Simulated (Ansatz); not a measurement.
A calculation with Ansatz (development build ahead of 0.2.0).

```yaml
crystal:
  periodic: [false, false, false]
  atoms:
    - { symbol: C, position_ang: [0.0119, 0.03828, -0.55753] }
    - { symbol: O, position_ang: [0.08293, 0.04707, 0.67827] }
    - { symbol: H, position_ang: [-0.03188, -0.98241, -1.11993] }
    - { symbol: H, position_ang: [-0.03297, 0.85618, -1.1194] }
basis:
  gaussian: { orbitals: cc-pVDZ }
hamiltonian:
  xc: hf
correlation:
  method: mp2
  frozen_orbitals: { C: 1, H: 0, O: 1 }
```

The input is written out in the form of the current development build from the run's settings.

Output:

- Converged: yes
- Reference energy: -113.86056 hartree
- Correlation energy: -0.31963 hartree
- Total energy: -114.18019 hartree
- Spin squared of the determinant: 0.000
